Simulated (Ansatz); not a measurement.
F (C2/c, No. 15, 4 atoms in the cell; start mp-561203) was calculated with PBEsol (plane waves, PAW; Ansatz, a first-principles code).

Settings: plane-wave cutoff 500 eV, 14×14×6 k mesh (along the axes of the cell as run), Fermi–Dirac smearing 0.05 eV, scalar-relativistic PAW data made under PBE.

Cell (relaxed at this level):

```
F
1.0
    3.03411    -1.80246     0.11936
    3.03411     1.80246     0.11936
   -0.35912     0.00000     6.73077
F
4
Cartesian
  4.33918   0.59763   4.17533
  1.36993  -0.59763   2.79415
  1.19037   0.59763   6.15953
  4.51874  -0.59763   0.80995
```

### Question
What does this level give for the band gap?

### Answer

* **band gap**: 3.19 eV (on the SCF k mesh)

Note: the relaxation could not lower the start's symmetry, so the cell can be a saddle point above a distorted one.

The computed numbers hold no vibrational or temperature effects.

Computing time: around 12 core-minutes (rough).

A start named mp-… is a Materials Project structure, which need not be a measured phase.
